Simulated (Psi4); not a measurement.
# SiH4S (sulfanylsilane): HF-3c/MINIX (density fitting)

What is the vertical electron affinity of SiH4S (sulfanylsilane) at HF-3c/MINIX (density fitting)? Input form: a Python script.

The calculation is run with Psi4 1.11.

1 further run of the same task is left out (set aside as unsound or not needed).

## Step 1: The system as given

SiH4S: 6 atoms, total charge 0, spin state singlet. SMILES: `[SiH3]S`. Geometry: relaxed at PBE0-D4/def2-TZVP.

Bond lengths: Si1–S2 2.137 Å, Si1–H3 1.485 Å, Si1–H4 1.482 Å, Si1–H5 1.485 Å, S2–H6 1.344 Å. Angles: Si1–S2–H6 94.7°, S2–Si1–H3 111.6°, S2–Si1–H4 104.8°, S2–Si1–H5 111.6°, H3–Si1–H4 110.0°, H3–Si1–H5 108.8°, H4–Si1–H5 110.0°.

## Step 2: A single-point energy at HF-3c/MINIX (density fitting)

File run.py:

```python
import psi4

psi4.set_memory(1600000000)
psi4.set_num_threads(1)
psi4.core.set_output_file('run.log', False)

mol = psi4.geometry("""
0 1
Si
S 1 2.137184
H 1 1.484975 2 111.62558
H 1 1.482135 3 109.95689 2 115.92603
H 1 1.484933 4 109.9684 3 -119.76762
H 2 1.343672 1 94.74753 4 179.90006
symmetry c1
no_reorient
no_com
""")

energy_value = psi4.energy("hf-3c", molecule=mol)
print('E =', round(energy_value, 9))
```

On the command line:

```
$ python run.py
```

run.log, cut to the lines that bear on the results:

```text
[...]
  Running in c1 symmetry.
[...]
  Nuclear repulsion =   89.238630159350436
[...]
  Multiplicity = 1
[...]
  Nalpha       = 17
  Nbeta        = 17
[...]
    Number of basis functions: 32
[...]
   @DF-RHF iter   1:  -685.28552336069765   -1.27892e+00   5.79448e-03 ADIIS/DIIS
[...]
   @DF-RHF iter   7:  -685.31835588987099   -6.78074e-09   4.17361e-07 DIIS
[...]
    Orbital Energies [Eh]
    ---------------------
    Doubly Occupied:
       1A    -91.272105     2A    -68.331135     3A     -8.891341
       4A     -6.540641     5A     -6.539411     6A     -6.537016
       7A     -6.126221     8A     -4.202892     9A     -4.201909
      10A     -4.201561    11A     -0.960468    12A     -0.709580
      13A     -0.549035    14A     -0.498603    15A     -0.480184
      16A     -0.436524    17A     -0.368455
[...]
  @DF-RHF Final Energy:  -685.31835588987099
   => Energetics <=
    Nuclear Repulsion Energy =             89.2386301593504356
    One-Electron Energy =               -1127.4702907866030728
    Two-Electron Energy =                 352.8880640284252195
    Total Energy =                       -685.3183558898709862
[...]
 Multipole Moments:
 ------------------------------------------------------------------------------------
     Multipole            Electronic (a.u.)      Nuclear  (a.u.)        Total (a.u.)
 ------------------------------------------------------------------------------------
 L = 1.  Multiply by 2.5417464519 to convert [e a0] to [Debye]
 Dipole X            :         -0.6160336            0.9569354            0.3409018
 Dipole Y            :         -0.3398970            0.5281782            0.1882811
 Dipole Z            :          2.8407490           -3.3201100           -0.4793611
 Magnitude           :                                                    0.6176171
[...]
```

On the terminal:

```text
E = -685.31835589
```

It took 2.9 s on 1 thread of INTEL XEON PLATINUM 8581C at 2.10GHz (Emerald Rapids), shared host; peak memory 0.2 GiB.

## Step 3: The doublet anion at the same level

File h4ssi.xyz:

```xyz
6
H4SSi
Si    -0.169800    -0.263400    -0.436000
S      0.907300    -0.012600     1.392800
H     -1.629800    -0.074300    -0.241600
H      0.108600    -1.658300    -0.852500
H      0.299800     0.681200    -1.481100
H      0.526100     1.263300     1.572300
```

File h4ssi.py:

```python
import psi4

psi4.set_memory(1600000000)
psi4.set_num_threads(1)
psi4.set_output_file('run.log', False)

with open('h4ssi.xyz') as f:
    atoms = ''.join(f.readlines()[2:])
mol = psi4.geometry('-1 2\n' + atoms + 'symmetry c1\nno_reorient\nno_com')

psi4.set_options({
    'reference': 'uks',
})

E, wfn = psi4.energy("hf-3c", molecule=mol, return_wfn=True)
print('E =', round(E, 9))
```

On the command line:

```
$ python h4ssi.py
```

run.log:

```text
[...]
  Running in c1 symmetry.
[...]
  Nuclear repulsion =   89.238634659737244
[...]
  Multiplicity = 2
[...]
  Nalpha       = 18
  Nbeta        = 17
[...]
    Number of basis functions: 32
[...]
   @DF-UKS iter   1:  -685.06009114133337   -1.05348e+00   6.17630e-03 DIIS/ADIIS
[...]
   @DF-UKS iter  12:  -685.10309890978931   -9.98057e-09   3.99316e-07 DIIS
[...]
   @S^2 Observed:                7.662923145E-01
[...]
    Orbital Energies [Eh]
    ---------------------
    Alpha Occupied:
       1A    -90.891798     2A    -67.934967     3A     -8.534319
       4A     -6.186433     5A     -6.179539     6A     -6.176953
       7A     -5.753324     8A     -3.836508     9A     -3.825181
      10A     -3.824709    11A     -0.680970    12A     -0.444068
      13A     -0.283633    14A     -0.222616    15A     -0.217551
      16A     -0.181698    17A     -0.092583    18A      0.196894
    Alpha Virtual:
      19A      0.590023    20A      0.622345    21A      0.646832
      22A      0.710174    23A      0.887230    24A      0.900945
      25A      1.080279    26A      1.198474    27A      1.295189
[...]
  @DF-UKS Final Energy:  -685.10309890978931
   => Energetics <=
    Nuclear Repulsion Energy =             89.2386346597372437
    One-Electron Energy =               -1138.6388333012505427
    Two-Electron Energy =                 364.2718590331201085
    Total Energy =                       -685.1030989097893098
  UHF NO Occupations:
  HONO-2 :   16  A 1.9978162
  HONO-1 :   17  A 1.9954178
[...]
 Multipole Moments:
 ------------------------------------------------------------------------------------
     Multipole            Electronic (a.u.)      Nuclear  (a.u.)        Total (a.u.)
 ------------------------------------------------------------------------------------
 L = 1.  Multiply by 2.5417464519 to convert [e a0] to [Debye]
 Dipole X            :        -22.2362100           21.6265927           -0.6096173
 Dipole Y            :          7.3552462           -6.9490899            0.4061563
 Dipole Z            :        -29.3627971           28.6820742           -0.6807230
 Magnitude           :                                                    0.9999900
[...]
```

On the terminal:

```text
E = -685.10309891
```

Wall time 2.9 s (1 thread of INTEL XEON PLATINUM 8581C at 2.10GHz (Emerald Rapids), shared host); peak memory 0.2 GiB.

## Step 4: Summary of results

Level: HF-3c/MINIX (density fitting).

```
                                         quantity          value
                      singlet SiH4S: total energy  -685.31836 Eh
                     singlet SiH4S: dipole moment         1.57 D
                       singlet SiH4S: HOMO energy      -10.03 eV
                       singlet SiH4S: LUMO energy        6.36 eV
                     singlet SiH4S: HOMO–LUMO gap       16.39 eV
                      doublet anion: total energy  -685.10310 Eh
doublet anion: HOMO energy (highest over α and β)        5.36 eV
 doublet anion: LUMO energy (lowest over α and β)       15.46 eV
                              doublet anion: ⟨S²⟩          0.766
vertical electron affinity (to the doublet anion)      -5.857 eV
```

In words: The anion lies 5.86 eV (135 kcal/mol) above the neutral: the electron isn't bound at this level, and such a value depends on the basis. Without diffuse functions anions come out too high. In a minimal basis such a difference can be off by several eV, whatever the method. The HOMO (doublet anion) lies at positive energy, 5.36 eV; only total energies tell whether the electron is bound.
